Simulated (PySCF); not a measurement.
HSN: breathing scan

Method: PBE0 in PySCF with S def2-TZVP, N def2-TZVP, H def2-TZVP; no relativity; density-fitted integrals.

Rigid scan from the singlet minimum (S–H 1.417 Å, S–N 1.488 Å; H–S–N 109.8°). Coordinate: all bonds to the central atom scaled together. Energies in kJ/mol from the minimum.

| scale of all bonds to the centre | E (kJ/mol) | dipole size (D) |
| --- | --- | --- |
| 0.88 | 167.1 | 2.82 |
| 0.92 | 65.6 | 2.79 |
| 0.96 | 14.5 | 2.75 |
| 1.00 | 0.0 | 2.70 |
| 1.04 | 11.6 | 2.63 |
| 1.08 | 41.5 | 2.56 |
| 1.14 | 108.8 | 2.44 |
| 1.22 | 221.0 | 2.27 |
| 1.35 | 418.1 | 1.99 |

At long bonds a restricted determinant can lie too high, and another spin state can fall below this curve.

Other isomers or separated fragments may lie lower.
